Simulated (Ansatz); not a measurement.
# C₄H₈ (singlet): wave-function methods side by side, 6-31G

One table from this session's results is given with a row withheld; the runs are named, their logs left out.

Method: 6-31G, core rule «outside noble gas», up to 4 orbitals frozen; program: Ansatz 0.2.0, Gaussian basis.

The runs, in order: UHF; CCSD(T) on RHF; CCSD(T) on UHF; BCCD(T) on RHF; CISD; CCSDT(Q) on RHF; CCSDT(Q) on UHF; CASSCF and MRCISD+Q, 8 electrons in 8 orbitals; CASSCF and NEVPT2, 8 electrons in 8 orbitals.

19 further runs of the same task are left out: 2 that didn't finish, 17 set aside as unsound or not needed.

## What is computed

The geometry is an MP2(full)/6-31G* stationary point (not a proven minimum).

12 atoms, charge 0, spin multiplicity 1.

Atoms are counted from 1 here; the program's logs count them from 0.

Bond lengths: C1–C2 1.339 Å, C1–H3 1.086 Å, C1–H4 1.086 Å, C2–C5 1.502 Å, C2–C9 1.502 Å, C5–H6 1.093 Å, C5–H7 1.096 Å, C5–H8 1.096 Å, C9–H10 1.093 Å, C9–H11 1.096 Å, C9–H12 1.096 Å. Angles: C2–C1–H3 121.6°, C2–C1–H4 121.6°, H3–C1–H4 116.7°, C1–C2–C5 122.1°, C1–C2–C9 122.1°, C5–C2–C9 115.8°, C2–C5–H6 111.6°, C2–C5–H7 110.8°, C2–C5–H8 110.8°, H6–C5–H7 108.3°, H6–C5–H8 108.3°, H7–C5–H8 106.9°, C2–C9–H10 111.6°, C2–C9–H11 110.8°, C2–C9–H12 110.8°, H10–C9–H11 108.3°, H10–C9–H12 108.3°, H11–C9–H12 106.9°.

The first run:

in.yaml

```yaml
crystal:
  periodic: [false, false, false]
  atoms:
    - {symbol: C, position_ang: [0.000000, 0.000000, 1.435341]}
    - {symbol: C, position_ang: [0.000000, 0.000000, 0.096122]}
    - {symbol: H, position_ang: [0.000000, 0.924302, 2.004943]}
    - {symbol: H, position_ang: [0.000000, -0.924302, 2.004943]}
    - {symbol: C, position_ang: [0.000000, 1.272683, -0.702269]}
    - {symbol: H, position_ang: [0.000000, 2.153042, -0.055054]}
    - {symbol: H, position_ang: [0.880211, 1.323542, -1.353058]}
    - {symbol: H, position_ang: [-0.880211, 1.323542, -1.353058]}
    - {symbol: C, position_ang: [0.000000, -1.272683, -0.702269]}
    - {symbol: H, position_ang: [0.000000, -2.153042, -0.055054]}
    - {symbol: H, position_ang: [-0.880211, -1.323542, -1.353058]}
    - {symbol: H, position_ang: [0.880211, -1.323542, -1.353058]}
basis:
  gaussian: {orbitals: 6-31G}
magnetization: {spin_polarized: true, initial_magnetization: 0}
hamiltonian: {xc: hf}
output: {orbitals: {seedname: orbitals}}
```

Command:

```bash
$ ansatz run in.yaml --threads 1 --pin off --events-out ev --progress --plain --max-ram 4160MiB --backend cpu
```

Among the steps run: UHF; CCSD(T) on RHF; CCSD(T) on UHF; BCCD(T) on RHF; CISD; CCSDT(Q) on RHF; CCSDT(Q) on UHF; CASSCF and MRCISD+Q, 8 electrons in 8 orbitals; CASSCF and NEVPT2, 8 electrons in 8 orbitals.

One of the session's tables, all rows but one given; the rest of the session is left out.

| method | from RCCSDT(Q) (kcal/mol) |
| --- | --- |
| RHF | +266.25 |
| UHF | ? |
| RMP2 | +38.36 |
| CISD | +41.62 |
| RCCSD | +7.51 |
| RCCSD(T) | +0.84 |
| BCCD(T) | +0.86 |
| RCCSDT | +0.45 |
| RCCSDT(Q) | 0 |
| CASSCF frontier | +204.18 |
| NEVPT2 frontier | +34.47 |
| MRCISD frontier | +25.35 |
| MRCISD+Q frontier | +4.45 |

Estimate the missing values for UHF.

The run gave: from RCCSDT(Q) (kcal/mol): +266.23. In the column «from RCCSDT(Q) (kcal/mol)» it lies between CASSCF frontier (+204.18) and RHF (+266.25).

Caveats from the session: Warnings: restricted reference is unstable.
